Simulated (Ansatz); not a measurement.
Compare A (`CC1CCCC1`) with its isomer B (`C/C=C/C(C)C`).

Program: Ansatz. Geometries: PBE0-D4/def2-TZVP. ΔE: electronic, gas phase. CBS: MP2 limit from def2 TZ/QZ plus the TZ coupled-cluster correction, frozen cores. Functionals use def2-TZVPP. One conformer a species, not always the lowest.

(1) Which is lower in electronic energy at CCSD(T)/CBS, and by how much? (Estimate.)

(2) Give E(B) − E(A) in kJ/mol with CCSD/def2-TZVPP, BLYP-D4, PBE0-D4, ωB97M-V, HF/def2-TZVPP, LDA (SPW92), CCSD(T)/def2-SVP. (An estimate is asked.)

Largest T1 diagnostic: 0.009.

Answers

(1) Computed: A, by 55.6 kJ/mol.

(2) Computed: CCSD/def2-TZVPP 58.3, BLYP-D4 32.0, PBE0-D4 67.0, ωB97M-V 59.2, HF/def2-TZVPP 43.1, LDA (SPW92) 75.1, CCSD(T)/def2-SVP 59.9. None reverses the order clearly.

From BLYP to BHLYP (50 % exact exchange), in def2-TZVPP and without D4, E(B) − E(A) moves by +24.6 kJ/mol. At CCSD(T), def2-SVP lies +4.3 kJ/mol from the extrapolated value and def2-TZVPP +1.2 kJ/mol.
